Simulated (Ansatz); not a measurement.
**Interaction energy ladder**

The pair of HCl (SMILES Cl, atoms 1–2) and CH3F (SMILES CF, atoms 3–7), both closed shells, in one local arrangement (a lower one may exist), relaxed at PBE0-D4/def2-TZVP:

```
7
angstrom
Cl 0.1384 -0.1427 -2.8239
H -0.3107 -0.5669 -1.6935
C 0.0702 0.1898 0.9405
F -0.6342 -0.7550 0.2053
H -0.6463 0.8150 1.4743
H 0.6646 0.7941 0.2535
H 0.7180 -0.3345 1.6438
```

Program: Ansatz 0.2.0. Basis: def2-TZVPPD, with def2-QZVPPD for the basis limit. Cores are frozen in the correlated methods. B3LYP uses VWN-RPA correlation. Extrapolation: Hartree–Fock as exp(−7.88 √X), correlation as X^−2.97. Interaction energies count from these two fragments, frozen as in the pair, with the counterpoise correction; negative means bound.

(1) What is the interaction energy by CCSD(T) at an estimated basis limit (MP2 extrapolated from triple and quadruple zeta, plus CCSD(T) − MP2 in triple zeta)? (An estimate is asked for; the value comes from the calculation.)

(2) Which atoms make the shortest contact between the fragments?

T1 diagnostic: at most 0.011.

Answers

(1) The calculation gives: -15.6 kJ/mol. Hartree–Fock alone gives -7.3 kJ/mol at the basis limit. It counts from the two fragments frozen as in the pair.

The same quantity by other methods in triple zeta, and each one's difference from that estimate:
```json
{"method": "PBE-D4", "E_int (kJ/mol)": "-16.5", "difference": "-0.9"}
{"method": "revPBE-D4", "E_int (kJ/mol)": "-13.3", "difference": "2.3"}
{"method": "BLYP-D4", "E_int (kJ/mol)": "-14.7", "difference": "0.9"}
{"method": "r2SCAN-D4", "E_int (kJ/mol)": "-16.7", "difference": "-1.1"}
{"method": "B97M-V", "E_int (kJ/mol)": "-16.2", "difference": "-0.6"}
{"method": "PBE0-D4", "E_int (kJ/mol)": "-16.0", "difference": "-0.5"}
{"method": "B3LYP-D4", "E_int (kJ/mol)": "-15.6", "difference": "0.0"}
{"method": "HSE06-D4", "E_int (kJ/mol)": "-16.0", "difference": "-0.4"}
{"method": "wB97X-V", "E_int (kJ/mol)": "-15.4", "difference": "0.1"}
{"method": "wB97M-V", "E_int (kJ/mol)": "-15.2", "difference": "0.4"}
{"method": "B2PLYP", "E_int (kJ/mol)": "-13.1", "difference": "2.5"}
{"method": "HF", "E_int (kJ/mol)": "-7.3", "difference": "8.3"}
{"method": "MP2", "E_int (kJ/mol)": "-14.6", "difference": "0.9"}
{"method": "CCSD", "E_int (kJ/mol)": "-12.3", "difference": "3.2"}
{"method": "CCSD(T)", "E_int (kJ/mol)": "-13.5", "difference": "2.0"}
```
Differences are method less estimate.

(2) H2 and F4, 1.94 Å apart.

Basis-set superposition shift (counterpoise-corrected less uncorrected): CCSD(T) 2.5; MP2 2.4; HF 0.2; PBE0-D4 0.4; wB97M-V 0.3 kJ/mol.

For scale, one of the runs: CCSD(T)/def2-TZVPPD, 196 basis functions, launched by `ansatz run in.yaml --threads 2 --pin off --events-out ev --progress --plain --max-ram 5222MiB`. Hardware: 2 CPU threads, shared host. Wall time 18 s; peak host memory 2.5 GiB.
